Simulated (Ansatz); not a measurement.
# Molecular dynamics, step by step

BNH$_{3}$F, closed shell, PBE-D4/def2-SVP (Ansatz 0.2.0). Settings (timestep in fs, temperature in K, friction in 1/fs; T counts 18 degrees of freedom, while the starting velocities carry no drift of the centre of mass, so T starts below the set value):

```yaml
hamiltonian: {xc: pbe, dispersion: d4}
md: {n_steps: 80, timestep: 0.25, temperature: 300, ensemble: nvt_langevin, seed: 300, friction: 0.002, initial_velocities: maxwell_boltzmann}
```

Start, the saddle point found with PBE0-D4 in triple zeta (not stationary at another level):

```xyz
6
angstrom
B 0.1500 0.2953 0.3117
H 1.3552 -0.2805 -0.2085
N -0.8121 -0.3085 -0.3648
H 0.5901 -0.6371 -0.6189
F 0.5327 1.1637 1.2261
H -1.8159 -0.2329 -0.3457
```

| step | time (fs) | potential energy less the start (meV) | kinetic energy (meV) | T (K) |
| --- | --- | --- | --- | --- |
| 0 | 0.00 | 0.0 | 193.9 | 250 |
| 5 | 1.25 | 24.3 | 157.2 | 203 |
| 10 | 2.50 | 48.3 | 134.3 | 173 |
| 15 | 3.75 | 68.0 | 122.2 | 158 |
| 20 | 5.00 | 72.0 | 117.5 | 152 |
| 25 | 6.25 | 60.1 | 122.3 | 158 |
| 30 | 7.50 | 44.0 | 141.7 | 183 |
| 35 | 8.75 | 33.7 | 145.4 | 187 |
| 40 | 10.00 | 31.1 | 153.4 | 198 |
| 45 | 11.25 | 39.2 | 138.0 | 178 |
| 50 | 12.50 | 49.4 | 129.7 | 167 |
| 55 | 13.75 | 25.7 | 151.9 | 196 |
| 60 | 15.00 | -43.2 | 208.1 | 268 |
| 65 | 16.25 | -115.1 | 275.2 | 355 |
| 70 | 17.50 | -163.3 | 331.3 | 427 |
| 75 | 18.75 | -205.2 | 354.0 | 456 |
| 80 | 20.00 | -253.4 | 390.2 | 503 |

Step 35, positions (Å) and forces (eV/Å):

```json
{"atom": "B1", "x": "0.150", "y": "0.326", "z": "0.272", "Fx": "-0.735", "Fy": "-0.359", "Fz": "0.165"}
{"atom": "H2", "x": "1.482", "y": "-0.358", "z": "-0.215", "Fx": "-0.401", "Fy": "-0.110", "Fz": "-0.137"}
{"atom": "N3", "x": "-0.838", "y": "-0.270", "z": "-0.352", "Fx": "0.690", "Fy": "-0.255", "Fz": "-0.589"}
{"atom": "H4", "x": "0.697", "y": "-0.698", "z": "-0.597", "Fx": "0.489", "Fy": "0.290", "Fz": "0.302"}
{"atom": "F5", "x": "0.543", "y": "1.127", "z": "1.241", "Fx": "0.614", "Fy": "0.336", "Fz": "0.160"}
{"atom": "H6", "x": "-1.829", "y": "-0.204", "z": "-0.484", "Fx": "-0.656", "Fy": "0.098", "Fz": "0.100"}
```

Step 45, positions (Å) and forces (eV/Å):

```csv
atom,x,y,z,Fx,Fy,Fz
B1,0.157,0.340,0.273,-2.730,-1.272,-0.895
H2,1.490,-0.386,-0.235,0.372,0.128,0.189
N3,-0.853,-0.266,-0.357,1.336,0.453,-0.001
H4,0.772,-0.708,-0.573,0.029,0.083,0.078
F5,0.548,1.119,1.246,0.975,0.459,0.351
H6,-1.855,-0.185,-0.507,0.018,0.150,0.278
```

Step 50, positions (Å) and forces (eV/Å):

| atom | x | y | z | Fx | Fy | Fz |
| --- | --- | --- | --- | --- | --- | --- |
| B1 | 0.155 | 0.345 | 0.271 | -3.266 | -1.368 | -1.035 |
| H2 | 1.499 | -0.398 | -0.246 | 0.849 | 0.315 | 0.400 |
| N3 | -0.859 | -0.263 | -0.360 | 1.125 | 0.665 | 0.095 |
| H4 | 0.810 | -0.710 | -0.559 | -0.299 | -0.139 | -0.127 |
| F5 | 0.552 | 1.116 | 1.248 | 1.066 | 0.397 | 0.299 |
| H6 | -1.871 | -0.171 | -0.511 | 0.525 | 0.130 | 0.369 |

Last step (80):

B1  (0.063, 0.353, 0.255)
H2  (1.721, -0.413, -0.222)
N3  (-0.870, -0.238, -0.374)
H4  (1.033, -0.727, -0.507)
F5  (0.584, 1.097, 1.265)
H6  (-1.861, -0.069, -0.439)
(Å)

The run took about 34 s on 2 CPU threads of an Arm Neoverse V2 (shared host).
